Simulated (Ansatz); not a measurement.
C3H10N2 can be A, `CNCNC`, or B, `CC(N)CN`.

Program: Ansatz. Geometries: PBE0-D4/def2-TZVP. ΔE: electronic, gas phase. CBS: MP2 limit from def2 TZ/QZ plus the TZ coupled-cluster correction, frozen cores. DFT in def2-TZVPP. B3LYP here is the variant with VWN-RPA as its local correlation; programs differ in this. One conformer a species, not always the lowest.

A:

Z-matrix (Å, degrees):
```
C
N 1 1.449
H 1 1.092 2 109.3
H 1 1.097 2 114.3 3 -122.5
H 1 1.094 2 109.0 3 117.2
C 2 1.433 1 114.9 3 -179.6
H 2 1.012 1 111.0 3 53.6
N 6 1.456 2 114.8 1 -58.2
H 6 1.103 2 107.8 1 175.9
H 6 1.097 2 108.3 1 60.8
C 8 1.446 6 112.8 2 173.3
H 8 1.014 6 109.2 2 -64.5
H 11 1.092 8 109.9 6 176.8
H 11 1.103 8 114.3 6 55.1
H 11 1.094 8 109.4 6 -65.3
```

B:

```xyz
15

C     1.373   -0.582   -0.075
C     0.255    0.351   -0.497
N     0.230    1.503    0.398
C    -1.120   -0.323   -0.448
N    -1.548   -0.803    0.850
H     1.396   -1.473   -0.707
H     1.245   -0.893    0.965
H     2.346   -0.092   -0.158
H     0.431    0.640   -1.547
H    -0.389    2.221    0.040
H     1.150    1.916    0.483
H    -1.863    0.399   -0.809
H    -1.136   -1.155   -1.158
H    -1.019   -1.623    1.119
H    -1.350   -0.087    1.542
```

Which isomer does CCSD(T)/CBS put lower? Give the gap. (Estimate.)

Ansatz gave: B, by 15.5 kcal/mol.

Give E(B) − E(A) in kcal/mol with PBE-D4, PBE0-D4, ωB97M-V, CCSD/def2-TZVPP, B3LYP-D4, MP2/def2-TZVPP, CCSD(T)/def2-TZVPP. (An estimate is asked.)

Ansatz gave: PBE-D4 -13.5, PBE0-D4 -14.0, ωB97M-V -14.7, CCSD/def2-TZVPP -14.8, B3LYP-D4 -13.0, MP2/def2-TZVPP -15.9, CCSD(T)/def2-TZVPP -15.0. None reverses the order clearly.

Largest T1 diagnostic: 0.009.

In def2-TZVPP, CCSD(T) changes the Hartree–Fock value by −3.3 kcal/mol (the triples alone add −0.3 kcal/mol) and MP2 by −4.2 kcal/mol. The D4 term adds −0.9 kcal/mol with B3LYP and −0.5 kcal/mol with PBE0; it sums over pairs of atoms, weighted by their polarisabilities, and B3LYP, whose exchange is more repulsive, gets the larger term.
